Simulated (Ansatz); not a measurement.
Stepwise reaction of `C[SiH2]C` with hydrogen fluoride, as a gas-phase model of exchange steps in deposition or etching. ΔE in kJ/mol; ΔG adds harmonic PBE0-D4 terms to CCSD(T)/CBS, at 1 bar.

Isolated molecules relaxed with PBE0-D4/def2-TZVP in Ansatz; ΔE leaves out vibrations. CBS: MP2 limit from def2 TZ/QZ plus the TZ coupled-cluster correction, frozen cores. This one scheme is used for every species. DFT in def2-TZVPP. B3LYP here is the variant with VWN-RPA as its local correlation; programs differ in this.

| step | reaction | PBE-D4 | B3LYP-D4 | ωB97M-V | CCSD(T)/CBS | ΔG(500 K) |
| --- | --- | --- | --- | --- | --- | --- |
| 1 | `C[SiH2]C` + H–F → `C[SiH2]F` + CH₄ | -134.2 | -148.8 | -145.5 | -142.2 | -139.4 |

**Question.** Give the row of step 2, `C[SiH2]F` + H–F → `F[SiH2]F` + CH₄. (An estimate is asked.)

**Answer.** The calculation gave: 
```csv
step,reaction,PBE-D4,B3LYP-D4,ωB97M-V,CCSD(T)/CBS,ΔG(500 K)
2,`C[SiH2]F` + H–F → `F[SiH2]F` + CH₄,-139.4,-153.2,-150.1,-148.4,-138.6
```

**Question.** By hand: ΔE of the 2 steps together at CCSD(T)/CBS.

**Answer.** (-142.2) + (-148.4) = -290.6 kJ/mol, or -145.3 kJ/mol a step.

In ΔE each step is lower than the one before. All are downhill at CCSD(T)/CBS. ΔG lies between -139.4 and -138.6 kJ/mol a step. PBE-D4 differs from CCSD(T)/CBS by 8.0 to 9.0 kJ/mol a step. Isolated molecules leave out the surface, adducts and barriers. Largest T1 diagnostic: 0.012.
